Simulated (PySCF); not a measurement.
# Electric properties by functional and basis

Species: CHNO.
SMILES: `N=C=O`

PySCF, dipoles from the SCF density, polarisabilities from static response with core orbitals frozen. Isolated species at its PBE0-D3(BJ)/def2-SVP geometry, gas phase.

Reference dipole: 1.613 D (measured, gas; NIST CCCBDB Release 22 (SRD 101), experimental dipoles). Reference dipole: 2.064 D (computed, CCSD(T)/CBS, all electrons, equilibrium geometry, gas; Hait, Head-Gordon, J. Chem. Theory Comput. 14 (2018) 1969). Errors are taken against the first value of each kind. The anisotropy is √(½[(α1 − α2)² + (α2 − α3)² + (α3 − α1)²]).

```json
{"level": "LDA/def2-SVPD", "μ (D)": "2.192", "error (%)": "+35.9", "α (au)": "22.84", "anisotropy (au)": "18.66"}
{"level": "PBE/def2-SVPD", "μ (D)": "2.124", "error (%)": "+31.7", "α (au)": "22.76", "anisotropy (au)": "18.68"}
{"level": "B3LYP/def2-SVPD", "μ (D)": "2.207", "error (%)": "+36.8", "α (au)": "22.36", "anisotropy (au)": "18.43"}
{"level": "PBE0/def2-SVPD", "μ (D)": "2.211", "error (%)": "+37.1", "α (au)": "22.07", "anisotropy (au)": "18.19"}
{"level": "BHandHLYP/def2-SVPD", "μ (D)": "2.301", "error (%)": "+42.7", "α (au)": "21.64", "anisotropy (au)": "17.86"}
{"level": "CAM-B3LYP/def2-SVPD", "μ (D)": "2.247", "error (%)": "+39.3", "α (au)": "22.25", "anisotropy (au)": "18.45"}
{"level": "wB97X-D/def2-SVPD", "μ (D)": "2.228", "error (%)": "+38.1", "α (au)": "22.33", "anisotropy (au)": "18.21"}
{"level": "LC-wPBE/def2-SVPD", "μ (D)": "2.233", "error (%)": "+38.4", "α (au)": "22.02", "anisotropy (au)": "18.53"}
{"level": "HF/def2-SVPD", "μ (D)": "2.408", "error (%)": "+49.3", "α (au)": "20.86", "anisotropy (au)": "16.87"}
{"level": "PBE0/6-31G*", "μ (D)": "2.287", "error (%)": "+41.8", "α (au)": "16.15", "anisotropy (au)": "20.36"}
{"level": "PBE0/def2-SVP", "μ (D)": "2.277", "error (%)": "+41.2", "α (au)": "16.08", "anisotropy (au)": "19.65"}
{"level": "PBE0/6-31+G*", "μ (D)": "2.380", "error (%)": "+47.5", "α (au)": "19.52", "anisotropy (au)": "22.29"}
{"level": "PBE0/aug-cc-pVDZ", "μ (D)": "2.172", "error (%)": "+34.7", "α (au)": "22.36", "anisotropy (au)": "18.76"}
{"level": "PBE0/def2-TZVP", "μ (D)": "2.229", "error (%)": "+38.2", "α (au)": "19.85", "anisotropy (au)": "19.74"}
{"level": "PBE0/def2-TZVPD", "μ (D)": "2.164", "error (%)": "+34.2", "α (au)": "22.66", "anisotropy (au)": "18.21"}
{"level": "PBE0/aug-cc-pVTZ", "μ (D)": "2.163", "error (%)": "+34.1", "α (au)": "22.76", "anisotropy (au)": "18.24"}
```

For the dipole, the smallest error is 31.7% (PBE/def2-SVPD) and the largest 49.3% (HF/def2-SVPD). Even the closest misses by 32%. The dipole runs from 2.12 D (PBE/def2-SVPD) to 2.41 D (HF/def2-SVPD). No reference polarisability is at hand; against PBE0 in the largest diffuse basis at hand (aug-cc-pVTZ) the other PBE0 rows deviate by 6-31G* -29%, def2-SVP -29%, 6-31+G* -14%, def2-SVPD -3%, aug-cc-pVDZ -2%, def2-TZVP -13%, def2-TZVPD 0%. In one basis (def2-SVPD) the functionals order the polarisability from HF (lowest) to LDA (highest), a spread of 9%. With PBE0 the polarisability is 17.36 au without diffuse functions (mean of 6-31G*, def2-SVP and def2-TZVP) and 21.88 au with them (mean of 6-31+G*, def2-SVPD, aug-cc-pVDZ, def2-TZVPD and aug-cc-pVTZ). Measured values can belong to vibrating molecules; the computed ones are for one fixed geometry.
